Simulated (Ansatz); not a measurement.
# Relaxing Sc₃C

These are results of DFT PBE, scalar-relativistic, plane waves, PAW in Ansatz 0.2.0, not measurements. Cutoff 420 eV, Γ-centred k mesh, Gaussian smearing, no spin polarisation in the final step.

The start puts Sc₃C on the Ni3Sn (D0_19) structure type (P6_3/mmc, No. 194), with C in place of Sn, Sc in place of Ni, at a guessed volume.

```
Sc C
1.0
     5.76037    0.00000    0.00000
    -2.88018    4.98862    0.00000
     0.00000    0.00000    4.62358
Sc C
6 2
Direct
  0.83300 0.66600 0.25000
  0.16700 0.83300 0.75000
  0.33400 0.16700 0.25000
  0.16700 0.33400 0.75000
  0.83300 0.16700 0.25000
  0.66600 0.83300 0.75000
  0.33333 0.66667 0.25000
  0.66667 0.33333 0.75000
```

Cell and atoms relax at zero pressure; the relaxation can't lower the symmetry of the start. After a coarse first stage the cell is made exact in the group found at 0.06 Å.

Formation energies are uncorrected and refer to the elements' standard structures at the same level.

Problem. Which crystal results?

Solution. It keeps P6_3/mmc (No. 194), but not the shape of the type it started on. Conventional cell: a = 8.432 Å, c = 3.036 Å. Sc is coordinated by 2 C at 2.27 Å; C has 6 Sc at 2.27 Å.

```cif
data_structure
_symmetry_space_group_name_H-M 'P6_3/mmc'
_symmetry_Int_Tables_number 194
_cell_length_a 8.4320
_cell_length_b 8.4320
_cell_length_c 3.0358
_cell_angle_alpha 90.000
_cell_angle_beta 90.000
_cell_angle_gamma 120.000
_cell_volume 186.92
loop_
_atom_site_label
_atom_site_type_symbol
_atom_site_symmetry_multiplicity
_atom_site_Wyckoff_symbol
_atom_site_fract_x
_atom_site_fract_y
_atom_site_fract_z
_atom_site_occupancy
Sc1 Sc 6 h 0.78243 0.56486 0.25000 1
C1 C 2 c 0.33333 0.66667 0.25000 1
```

Problem. What are its volume, energy, density and gap?

Solution. The volume per atom is 23.37 Å³, the density is 2.61 g/cm³ and the energy over the elements is 0.21 eV/atom. The gap on the 6×6×12 mesh is 0 eV (a metal).

The final run used a 6×6×12 mesh on its 8-atom cell and 0.10 eV smearing. For metals, differences of a few meV/atom aren't resolved. Symmetry constrained the relaxation, so the result can be a saddle point.

Cost: 4 runs of about 5 core-minutes in all, on Arm Neoverse V2 (shared hosts).